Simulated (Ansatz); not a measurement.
Relaxation of C₂H₆B (9 atoms, charge 0, multiplicity 2), to a largest force component of 0.015 eV/Å in at most 40 steps.

Theory: Ansatz 0.2.0, UKS PBE0/def2-SVP.

```xyz
9
Properties=species:S:1:pos:R:3
B -1.364 0.720 -0.388
C 0.147 0.489 -0.267
C 0.714 0.238 -1.642
H -1.861 0.739 -1.462
H 0.628 1.407 0.181
H 0.342 -0.388 0.413
H 1.865 0.056 -1.539
H 0.604 1.081 -2.288
H 0.295 -0.736 -2.097
```

Where does it end, and by what steps?

It converged. After 10 steps the energy has fallen by 0.333 eV; H4 moved furthest, 0.47 Å.

```tsv
step	energy less start (eV)	largest force component (eV/Å)	accepted
0	0.0000	2.748	yes
1	-0.2894	0.755	yes
2	-0.3208	0.181	yes
3	-0.3241	0.061	yes
4	-0.3254	0.278	yes
5	-0.3290	0.054	yes
6	-0.3301	0.118	yes
7	-0.3302	0.184	yes
8	-0.3069	0.478	no
9	-0.3326	0.053	yes
10	-0.3329	0.011	yes
```

```xyz
9
Properties=species:S:1:pos:R:3
B -1.413 0.640 -0.363
C 0.109 0.391 -0.335
C 0.844 0.168 -1.658
H -2.097 1.085 -1.258
H 0.427 1.360 0.121
H 0.398 -0.355 0.425
H 1.936 0.138 -1.518
H 0.620 0.965 -2.383
H 0.547 -0.786 -2.120
```

Whether the end is a true minimum wasn't checked by a vibrational analysis.

Time of the run: 39 s on 1 thread of Arm Neoverse V1, with other jobs on the host, peak memory 0.16 GiB.
